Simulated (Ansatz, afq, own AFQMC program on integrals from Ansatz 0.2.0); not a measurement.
Where AFQMC and coupled cluster stand for NH₄⁺, singlet

```xyz
5

N     0.0000    0.0000    0.0000
H     0.5903    0.5923    0.5902
H    -0.5929   -0.5882    0.5917
H    -0.5890    0.5896   -0.5943
H     0.5916   -0.5937   -0.5876
```

Basis cc-pVDZ. Noble-gas cores (and the filled d shells of Ga–Kr and In–Xe) are frozen. AFQMC by an in-house program on the Cholesky factors that Ansatz 0.2.0 writes for its CCSD(T) run. The CISD trial takes its coefficients from CCSD amplitudes. Released means that phaseless walkers are propagated on without the constraint, phases kept. Free projection: walkers drawn from exp(T), propagated without any constraint. Its projection time is finite, and what remains of the start isn't in its error. Uncertainties: one standard error, sampling alone.

Determinant: RHF, the one that the program's search chose, which needn't be the lowest solution. The geometry is a PBE0/def2-TZVP stationary point of this or a neighbouring charge and spin state.

No full CI on the walks' own integrals is used here; CCSDT(Q) serves as the reference and is uncertain by about the last step of the cluster series.

Cautions: the ph-AFQMC/CISD walk drifts between its halves (2.6 errors).

```
T1 diagnostic                               : 0.0047
weight of the determinant in the CISD state : 0.938
size of the correlated space                : 8 electrons in 33 orbitals
```

```tsv
level	correlation energy (eV)
MP2	-5.0490
CCSD	-5.5451
CCSD(T)	-5.6449
```

(1) Estimate where free-projection AFQMC lies against CCSD(T) on the same integrals.

(1) 1.7 ± 1.3 kJ/mol below CCSD(T). The gap is under twice the noise, so this walk alone can't tell the two apart.

Reference: CCSDT(Q), correlation energy -5.659 eV. The released energy is read at 2.40 1/Eh (meV from the phaseless value at times in 1/Eh: -3 ± 7 at 0.24, -9 ± 6 at 0.51, -6 ± 7 at 0.99, 0 ± 7 at 1.62, -2 ± 7 at 2.40).

```tsv
level	E − E(reference) (kJ/mol)	share of correlation (%)
CCSD(T)	1.4	99.74
CCSDT	0.7	99.87
ph-AFQMC/HF	9.6 ± 4.2	98.25
ph-AFQMC/CISD	0.4 ± 0.6	99.93
released AFQMC	0.2 ± 0.7	99.97
free AFQMC	-0.4 ± 1.3	100.06
```

Free projections are given only where their last times agree within the noise and don't stop above the reference; a slow remainder of the start can still hide under it. A walk keeps the symmetry of its determinant, which the program's search chose and which needn't be the lowest solution, so a lower state of the same spin and another symmetry isn't excluded. Released energies are given only where the last usable release times agree within the noise; a slower fall can still hide under it.
